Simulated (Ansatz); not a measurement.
**C3H4ClN: rigid torsion scan from a Python script**

The task is a rigid torsion scan, for C3H4ClN.

Program: Ansatz 0.2.0 through its Python package. The levels of theory stand in the script. These are calculated values, not measurements.

**1. The structure**

Bond lengths: C1–N2 1.290 Å, N2–C3 1.370 Å, C3–C4 1.335 Å, C4–Cl5 1.712 Å, C1–H6 1.104 Å, C1–H7 1.102 Å, C3–H8 1.089 Å, C4–H9 1.082 Å. Angles: C1–N2–C3 116.0°, N2–C1–H6 124.4°, N2–C1–H7 119.3°, H6–C1–H7 116.3°, N2–C3–C4 121.5°, N2–C3–H8 119.5°, C4–C3–H8 119.0°, C3–C4–Cl5 123.1°, C3–C4–H9 123.7°, Cl5–C4–H9 113.1°.

The script holds or builds the structure itself.

**2. The script**

File c3h4cln_torsion.py:

```python
import ansatz as az
from ase import Atoms

atoms = Atoms(["C", "N", "C", "C", "Cl", "H", "H", "H", "H"], positions=[
    (-1.8257, -0.0641, 0.192),
    (-0.7393, 0.5946, -0.0314),
    (0.4197, -0.135, -0.0178),
    (1.6068, 0.4357, -0.2357),
    (3.0805, -0.4364, -0.2283),
    (-1.868, -1.1503, 0.3872),
    (-2.7893, 0.4704, 0.1935),
    (0.3764, -1.2061, 0.1748),
    (1.7389, 1.4911, -0.4344),
])

first = (
    az.Crystal.molecule_from_ase(atoms).calculation()
    .basis(gaussian="def2-SVP")
    .functional("pbe0")
    .relax(force_tolerance=0.02, max_steps=80)
)
atoms.positions = first.run(threads=1, backend="cpu").report["positions_ang"]

start = atoms.get_dihedral(1, 2, 3, 4)
energies = {}
for turn in range(0, 360, 40):
    turned = atoms.copy()
    turned.set_dihedral(1, 2, 3, 4, start + turn, indices=[3, 4, 8])
    job = az.Crystal.molecule_from_ase(turned).calculation()
    job = job.basis(gaussian="def2-SVP").correlation("MP2")
    energies[round((start + turn) % 360)] = job.run(threads=1, backend="cpu").report["free_energy_ev"]
floor = min(energies.values())
print("dihedral N1-C2-C3-Cl4 (deg)   E - E(min) (kcal/mol)")
for angle, e in sorted(energies.items()):
    print(f"{angle:8d} {23.060548 * (e - floor):14.3f}  " + "#" * int(30 * (e - floor) / max(max(energies.values()) - floor, 1e-9)))
```

**3. The calls as engine input**

The engine receives this input (first run):

```yaml
crystal:
  periodic: [false, false, false]
  atoms:
    - { symbol: C, position_ang: [-1.8257, -0.0641, 0.192] }
    - { symbol: "N", position_ang: [-0.7393, 0.5946, -0.0314] }
    - { symbol: C, position_ang: [0.4197, -0.135, -0.0178] }
    - { symbol: C, position_ang: [1.6068, 0.4357, -0.2357] }
    - { symbol: Cl, position_ang: [3.0805, -0.4364, -0.2283] }
    - { symbol: H, position_ang: [-1.868, -1.1503, 0.3872] }
    - { symbol: H, position_ang: [-2.7893, 0.4704, 0.1935] }
    - { symbol: H, position_ang: [0.3764, -1.2061, 0.1748] }
    - { symbol: H, position_ang: [1.7389, 1.4911, -0.4344] }
basis:
  gaussian:
    orbitals: def2-SVP
hamiltonian:
  xc: pbe0
relax:
  f_tol: 0.02
  max_steps: 80
```

**4. Launch**

Run with:

```
$ python c3h4cln_torsion.py
```

Without the output at hand: what should come out? Wanted: range of energy; lowest point, turn.

The runs gave:

```
              quantity     value
         runs compared         9
       range of energy  3.131 eV
lowest point, turn (°)         0
```

What this shows: The lowest point lies at a turn of 0°, the highest 3.131 eV (302.1 kJ/mol) above it at 280°. The grid can miss the true lowest and highest points, and the rest of the molecule is held rigid. A rise of this size means atoms colliding or a bond breaking, not a torsion barrier. Run 0: After 6 moves the largest shift is 0.079 Å, of atom 9 (H). The scan is rigid and the energies are electronic, in a modest basis. With rigid groups the curve can differ much from the relaxed path, the start wasn't checked as a minimum of this torsion, and equivalent turns needn't return to the same energy. The start is relaxed with a density functional and scanned with the wavefunction method, so it isn't exactly that method's minimum.
